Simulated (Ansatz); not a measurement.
We consider fcc Sr, described by PBE-D3(BJ) (Ansatz, a first-principles code, PAW).

Run with plane-wave cutoff 500 eV, 20×20×20 k mesh, Fermi–Dirac smearing 0.1 eV, scalar-relativistic PAW data made under PBE.

Computed at the level's own relaxed cell.

**Question.** Give the computed equilibrium volume per atom and lattice constant a.

**Answer.** 
equilibrium volume per atom: 52.27 Å³/atom
lattice constant a: 5.935 Å

Measured, for comparison: equilibrium volume per atom 55.22 Å³/atom, lattice constant a 6.045 Å (low-temperature or extrapolated to 0 K; zero-point anharmonic expansion removed; as tabulated in Csonka et al. (2009), arXiv:0903.4037). Computed (rounded) less measured: equilibrium volume per atom -5.3 %, lattice constant a -1.8 %.

Static lattice: no zero-point or thermal effects.

Computing time: around 50 core-seconds (rough).
